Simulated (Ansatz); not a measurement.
# C₂H₅Si−: single points off equilibrium

The atoms stand at a frame of a short trajectory. How far do the functionals agree with one another there?

Method: single points in def2-TZVPPD; program: Ansatz 0.2.0, Gaussian basis.

1 further run of the same task is left out (it didn't finish).

### 1 The system as given

SMILES `C=[Si-]C`, 8 atoms, charge -1, spin multiplicity 1.

Atoms are counted from 1 here; the program's logs count them from 0.

Bond lengths: C1–Si2 1.737 Å, C1–H4 1.121 Å, C1–H5 1.116 Å, Si2–C3 1.982 Å, C3–H6 1.086 Å, C3–H7 1.093 Å, C3–H8 1.124 Å. Angles: Si2–C1–H4 142.4°, Si2–C1–H5 111.3°, H4–C1–H5 105.2°, C1–Si2–C3 110.9°, Si2–C3–H6 109.2°, Si2–C3–H7 101.7°, Si2–C3–H8 128.1°, H6–C3–H7 107.9°, H6–C3–H8 106.1°, H7–C3–H8 102.2°.

Geometry (Å):

```
C    -0.85376    1.33781   -0.83525
Si    0.70810    0.60500   -0.63245
C     0.59996   -0.96393    0.57357
H    -1.89549    1.33888   -0.42004
H    -0.79414    2.24705   -1.48020
H     0.68027   -0.62936    1.60311
H     1.51852   -1.50042    0.32212
H    -0.16361   -1.78817    0.57205
```

### 2 PBE-D4/def2-TZVPPD

File run/in.yaml:

```yaml
crystal:
  periodic: [false, false, false]
  atoms:
    - {symbol: C, position_ang: [-0.853762, 1.337815, -0.835250]}
    - {symbol: Si, position_ang: [0.708104, 0.604996, -0.632448]}
    - {symbol: C, position_ang: [0.599958, -0.963928, 0.573573]}
    - {symbol: H, position_ang: [-1.895495, 1.338883, -0.420042]}
    - {symbol: H, position_ang: [-0.794136, 2.247046, -1.480199]}
    - {symbol: H, position_ang: [0.680265, -0.629356, 1.603108]}
    - {symbol: H, position_ang: [1.518522, -1.500417, 0.322121]}
    - {symbol: H, position_ang: [-0.163612, -1.788170, 0.572054]}
basis:
  gaussian: {orbitals: "def2-TZVPPD.json"}
total_charge: -1
hamiltonian: {xc: pbe, dispersion: d4}
output: {forces: true}
```

The basis file named in the input lies beside it (Basis Set Exchange, JSON).

Command:

```console
$ ansatz run in.yaml --threads 2 --pin off --events-out ev --progress --plain --max-ram 3481MiB
```

### 3 r2SCAN-D4/def2-TZVPPD

Edit run/in.yaml of step 2 so:

```diff
@@ -14,3 +14,3 @@
 total_charge: -1
-hamiltonian: {xc: pbe, dispersion: d4}
+hamiltonian: {xc: r2scan, dispersion: d4}
 output: {forces: true}
```

### 4 PBE0-D4/def2-TZVPPD

Edit run/in.yaml of step 3 so:

```diff
@@ -14,3 +14,3 @@
 total_charge: -1
-hamiltonian: {xc: r2scan, dispersion: d4}
-output: {forces: true}
+hamiltonian: {xc: pbe0, dispersion: d4}
+output: {forces: true, orbitals: {seedname: orbitals}}
```

### 5 wB97M-V/def2-TZVPPD

Edit run/in.yaml of step 4 so:

```diff
@@ -14,3 +14,3 @@
 total_charge: -1
-hamiltonian: {xc: pbe0, dispersion: d4}
-output: {forces: true, orbitals: {seedname: orbitals}}
+hamiltonian: {xc: {name: wB97M-V}}
+output: {forces: true}
```

(Steps that only read results are left out.)

**Question.** What will these runs give? Wanted: RMS force component; HOMO and LUMO, PBE0-D4.

As calculated:

```
              quantity                                 value
   RMS force component  0.520 to 0.543 eV/Å over the methods
HOMO and LUMO, PBE0-D4                     -0.30 and 4.12 eV
```

**Reading.** No sound CCSD(T) forces are at hand. Among the functionals the RMS force differs by up to 4 %.
